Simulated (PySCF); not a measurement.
## Where the electron goes

Species: C2H6O.
SMILES with atom numbers: `[CH3:1][CH2:2][OH:3]` (hydrogens: H4, H5, H6 on C1; H7, H8 on C2; H9 on O3)

Cartesian coordinates in Å at the PBE0-D3(BJ)/def2-TZVP level; atoms count from 1:
```
atom  x, y, z in Å
C1     0.8767    0.1818    0.2003
C2    -0.4284   -0.4936   -0.1601
O3    -1.3811    0.4031   -0.6944
H4     1.6066   -0.5488    0.5586
H5     0.7308    0.9193    0.9960
H6     1.2958    0.6952   -0.6674
H7    -0.8365   -1.0201    0.7141
H8    -0.2649   -1.2427   -0.9382
H9    -1.5442    1.0906   -0.0438
```

Method used: TDDFT CAM-B3LYP/aug-cc-pVTZ, vertical, gas phase, core orbitals frozen in the response (PySCF). Isolated species at its PBE0-D3(BJ)/def2-TZVP geometry (one conformer only).

Frontier orbitals with the atoms that hold most of them (Löwdin shares over 4%, at most four atoms; ? is withheld):

```tsv
orbital	ε (eV)	atoms
HOMO-3	-12.30	C1 36%, H6 16%, C2 16%, O3 14%
HOMO-2	-11.99	C1 33%, O3 20%, C2 13%, H5 12%
HOMO-1	-10.75	O3 34%, C2 26%, C1 14%, H8 8%
HOMO	?	?
LUMO	0.20	?
LUMO+1	0.62	H4 24%, H9 23%, C1 16%, C2 15%
LUMO+2	0.72	H7 29%, H6 21%, C1 16%, C2 13%
```

(1) Give the leading atoms of the LUMO.

(2) Which atoms hold the HOMO, and with what shares?

(3) What is the HOMO energy, and the HOMO–LUMO gap?

Answers

(1) H9 (bonded to O) 23%; H5 (bonded to C) 23%; H7 (bonded to C) 15%; H4 (bonded to C) 14%.

(2) O3 (bonded to C and H) 57%; C2 (bonded to C, O and 2 H) 18%; C1 (bonded to C and 3 H) 8%; H9 (bonded to O) 7%. By element: oxygen 57%, carbon 26%, hydrogen 7% or more.

(3) ε(HOMO) = -9.42 eV; the gap is 9.62 eV (0.3536 hartree).

Problem. The HOMO–LUMO gap is 9.62 eV. Where does the response calculation put the lowest singlet, and from which orbitals?

Solution. S1 is at 6.62 eV (f = 0.0084), 3.00 eV below the gap, made of HOMO→LUMO (68%), HOMO→LUMO+1 (11%). Without the coupling terms of the response equations the lowest excitation would equal the gap.

Problem. One configuration dominates each of S5 and S8. Which, and how do the shares of the two leading atoms of either orbital change from the occupied to the empty one?

Solution. 
- S5 (8.15 eV, f 0.015), HOMO-1→LUMO (78%): O3 34% → at most 15%, C2 26% → at most 15%, H9 at most 9% → 23%, H5 at most 9% → 23%
- S8 (8.84 eV, f 0.023), HOMO-1→LUMO+1 (73%): O3 34% → at most 15%, C2 26% → 15%, H4 at most 9% → 24%, H9 at most 9% → 23%

Löwdin shares depend on the basis, the more so with diffuse functions.

The run took 35 s on Arm Neoverse N1, one thread, shared host with 64 logical CPUs at a one-minute load of 29, and the process peaked at 0.97 GiB of memory.
